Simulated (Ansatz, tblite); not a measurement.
# The cluster SnTe₂−: one state, many levels

The task here is to estimate one member of a computed series from the others.

Computed with Ansatz 0.2.0, Gaussian basis. Level: as each input shows.

The runs, in order: GFN1-xTB, GFN2-xTB, PBE-D4/def2-TZVPD, r2SCAN-D4/def2-TZVPD, BHLYP-D4/def2-TZVPD, LC-ωPBE/def2-TZVPD, HSE06-D4/def2-TZVPD, B2PLYP/def2-TZVPD, B97M-V/def2-TZVPD, LC-ωPBE(0.10)/def2-TZVPD, LC-ωPBE(0.15)/def2-TZVPD, LC-ωPBE(0.20)/def2-TZVPD, LC-ωPBE(0.30)/def2-TZVPD, PBE-D4/def2-SVPD, PBE0-D4/def2-SVPD, CCSD(T)/def2-SVPD, MP2/def2-TZVPD, RPA/def2-TZVPD.

3 further runs of the same task are left out: 3 set aside as unsound or not needed. Runs told in other sessions of the task aren't counted.

**The relaxed structure**

The doublet was relaxed beforehand with PBE-D4/def2-SVPD. At that level it is the lowest of the isomers that a small search found.

3 atoms, charge -1, spin multiplicity 2.

Bond lengths: Sn1–Te2 2.692 Å, Sn1–Te3 2.692 Å. Angles: Te2–Sn1–Te3 128.7°.

Sn, Te take a core potential in the def2 sets. No spin-orbit coupling is included. The ion is computed in the gas phase, without counter-ions or solvent.

PBE0-D4/def2-TZVPD was run before; its log isn't repeated, and its numbers join the tables.

The first run:

Tight binding, by tblite at 300 K electronic temperature and without a spin-polarisation term:

```python
tblite.interface.Calculator('GFN1-xTB', numbers, positions, charge=-1, uhf=1).singlepoint()
```

Tight binding, by tblite at 300 K electronic temperature and without a spin-polarisation term:

```python
tblite.interface.Calculator('GFN2-xTB', numbers, positions, charge=-1, uhf=1).singlepoint()
```

start.molden holds the orbitals of an earlier run on this state, given as this run's starting guess.

The input, in.yaml:

```yaml
crystal:
  periodic: [false, false, false]
  atoms:
    - {symbol: Sn, position_ang: [0.463655, -0.408904, -0.469416]}
    - {symbol: Te, position_ang: [0.700968, -0.945690, 2.157922]}
    - {symbol: Te, position_ang: [-1.164623, 1.354585, -1.688495]}
basis:
  gaussian: {orbitals: def2-TZVPD, initial_orbitals: start.molden}
total_charge: -1
magnetization: {spin_polarized: true, initial_magnetization: 1}
hamiltonian: {xc: pbe, dispersion: d4}
scf: {omitted_lower_state_checks: [starts]}
output: {orbitals: {seedname: orbitals}}
```

The run is started by

```console
ansatz run in.yaml --threads 4 --pin off --events-out ev --progress --plain --max-ram 3916MiB
```

Steps of the session up to this table: PBE-D4/def2-TZVPD; r2SCAN-D4/def2-TZVPD; BHLYP-D4/def2-TZVPD; LC-ωPBE/def2-TZVPD; HSE06-D4/def2-TZVPD; B2PLYP/def2-TZVPD; B97M-V/def2-TZVPD; LC-ωPBE(0.10)/def2-TZVPD; LC-ωPBE(0.15)/def2-TZVPD; LC-ωPBE(0.20)/def2-TZVPD; LC-ωPBE(0.30)/def2-TZVPD; PBE-D4/def2-SVPD; PBE0-D4/def2-SVPD; CCSD(T)/def2-SVPD; MP2/def2-TZVPD; RPA/def2-TZVPD.

One table of the session follows, with a row left open; its other results are not shown here.

| level | HOMO (eV) | LUMO (eV) | gap (eV) |
| --- | --- | --- | --- |
| PBE-D4/def2-SVPD | -0.80 | -0.28 | 0.51 |
| PBE-D4/def2-TZVPD | -0.78 | -0.25 | 0.53 |
| r2SCAN-D4/def2-TZVPD | -1.05 | -0.12 | 0.92 |
| B97M-V/def2-TZVPD | -0.95 | -0.12 | 0.83 |
| PBE0-D4/def2-SVPD | -1.68 | 0.27 | 1.96 |
| PBE0-D4/def2-TZVPD | -1.65 | 0.32 | 1.97 |
| HSE06-D4/def2-TZVPD | ? | ? | ? |
| BHLYP-D4/def2-TZVPD | -2.37 | 0.97 | 3.33 |
| LC-ωPBE/def2-TZVPD | -3.88 | 2.05 | 5.92 |
| LC-ωPBE(0.10)/def2-TZVPD | -2.11 | 1.00 | 3.12 |
| LC-ωPBE(0.15)/def2-TZVPD | -2.59 | 1.37 | 3.96 |
| LC-ωPBE(0.20)/def2-TZVPD | -2.96 | 1.62 | 4.58 |
| LC-ωPBE(0.30)/def2-TZVPD | -3.51 | 1.91 | 5.42 |

Q: Estimate the row for HSE06-D4/def2-TZVPD from the others.

The run gave: HOMO (eV): -1.29; LUMO (eV): -0.02; gap (eV): 1.27. In the column «HOMO (eV)» it lies between PBE0-D4/def2-TZVPD (-1.65) and r2SCAN-D4/def2-TZVPD (-1.05).
